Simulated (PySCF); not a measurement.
## Core binding energy against partial charge

Species: C4H5P.
Bonds: P1–C2 (triple), C2–C3, C3–C4, C4–C5, C3–C5. Hydrogens: H6 on C3; H7, H8 on C4; H9, H10 on C5.

Binding energies: PySCF, delta-SCF UKS SCAN, pcX-2 on the ionised atom, pcseg-1 elsewhere, spin-free X2C. Charges: PBE0/pcSseg-1 ground-state density, for the ionised atom.

```
atom                 environment  C 1s (eV)  Mulliken (e)  IAO (e)  Hirshfeld (e)  ESP (e)
  C2        triply bonded carbon     290.49        -0.237   -0.291         -0.087   -0.271
  C4  three-membered-ring carbon     290.89        -0.177   -0.271         -0.073   -0.309
  C3  three-membered-ring carbon     291.42        -0.276   -0.154         -0.038   +0.049
```

**Question.** Give the correlation coefficient and slope of binding energy on charge for each scheme.

**Answer.** Hirshfeld: r = 0.99, slope 18.4 eV per e; IAO: r = 0.95, slope 6.0 eV per e; ESP: r = 0.85, slope 2.0 eV per e; Mulliken: r = -0.46, slope -4.3 eV per e. Hirshfeld charges have the highest r, on only 3 points.

**Question.** The point-charge model writes a binding energy as kq + V + constant, with V the potential of the other atoms' charges at the site. What does it give with the Hirshfeld charges?

**Answer.** V = Σ 14.40 eV Å × q/r over all other atoms: +0.17 eV at C2, +0.95 eV at C4, -0.09 eV at C3. Fitting binding energy − V to q gives k = 27.9 eV per e and leaves an rms residual of 0.34 eV, against 0.06 eV for the fit on q alone. The model has no term for differences in relaxation between sites.

Spin contamination (⟨S²⟩ against 0.75 for a pure doublet) is marked for C 1s of C2 (0.97), which makes this value less certain. Geometry: GFN2-xTB; no solvent, vibrations or thermal averaging.
